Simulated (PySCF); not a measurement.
# From one method to the next for SiB⁻ (triplet)

Aim: see what other levels and later steps give for SiB⁻ (triplet).

Program: PySCF 2.14.0. Level of theory: method and basis as typed in the scripts. These are calculated values, not measurements.

1 further run of the same task is left out (it didn't finish).

### 1 The system as given

SiB⁻ (triplet): 2 atoms, charge -1, spin multiplicity 3.

Bond lengths: Si1–B2 1.827 Å.

### 2 Base script

input.py

```python
from pyscf import gto, scf

mol = gto.M(
    atom='Si 0 0 0; B 0 0 1.827',
    basis='pcseg-1',
    charge=-1,
    spin=2,
    verbose=4,
)
mf = scf.UHF(mol)
mf.kernel()
mf.analyze()
print('orbital energies (hartree):', [e[max(0, n-3):n+3].round(4) for e, n in zip(mf.mo_energy, mol.nelec)])
```

Started as:

```console
$ python input.py
```

### 3 Geometry optimisation

Variant 1 changes step after the SCF: analyze → optimize.

input.py

```python
from pyscf import gto, scf
from pyscf.geomopt.geometric_solver import optimize

mol = gto.M(
    atom='Si 0 0 0; B 0 0 1.827',
    basis='pcseg-1',
    charge=-1,
    spin=2,
    verbose=4,
)
mf = scf.UHF(mol)
mf.kernel()
mol_eq = optimize(mf, maxsteps=30)
print('optimised geometry (angstrom)')
print(mol_eq.tostring('raw'))
print('orbital energies (hartree):', [e[max(0, n-3):n+3].round(4) for e, n in zip(mf.mo_energy, mol.nelec)])
```

### 4 CASSCF (ROHF)

Variant 2 changes step after the SCF: analyze → casscf; SCF type: UHF → ROHF; active space: none → 8 electrons in 6 orbitals.

input.py

```python
from pyscf import gto, scf, mcscf

mol = gto.M(
    atom='Si 0 0 0; B 0 0 1.827',
    basis='pcseg-1',
    charge=-1,
    spin=2,
    verbose=4,
)
mf = scf.ROHF(mol)
mf.kernel()
mc = mcscf.CASSCF(mf, 6, 8)
mc.kernel()
mc.analyze()
mf.dip_moment()
print('orbital energies (hartree):', mf.mo_energy[..., max(0, mol.nelec[1]-3):mol.nelec[0]+3].round(4))
```

### 5 SCF alone

Variant 3 changes step after the SCF: analyze → none.

input.py: that of step 2 with these lines changed.

```diff
@@ -11,3 +11,3 @@
 mf.kernel()
-mf.analyze()
+mf.dip_moment()
 print('orbital energies (hartree):', [e[max(0, n-3):n+3].round(4) for e, n in zip(mf.mo_energy, mol.nelec)])
```

### 6 Hcth407 (UKS)

Variant 4 changes functional: none (Hartree–Fock) → hcth407; SCF type: UHF → UKS.

input.py: that of step 2 with these lines changed.

```diff
@@ -1,2 +1,2 @@
-from pyscf import gto, scf
+from pyscf import gto, dft
 
@@ -9,3 +9,3 @@
 )
-mf = scf.UHF(mol)
+mf = dft.UKS(mol, xc='hcth407')
 mf.kernel()
```

What does the calculation give? Wanted: for each run, E(SCF); from base; gap, α spin; after the SCF.

The runs gave:

```tsv
run	E(SCF) (hartree)	from base (eV)	cycles	gap, α spin (eV)	after the SCF
base	-313.439170	0	18	9.15	n/a
geometry optimisation	-313.439170	0.0000	18	9.15	bond 1.862 Å, -0.013 eV
CASSCF (ROHF)	-313.430801	+0.2277	13	n/a	CASSCF correlation -0.753 eV
SCF alone	-313.439170	0.0000	18	9.15	n/a
hcth407 (UKS)	-314.206630	not comparable	16	2.84	n/a
```

SCF columns refer to the geometry typed in the script.

What this shows: Total energies of different functionals can't be compared with each other; differences within one functional can.
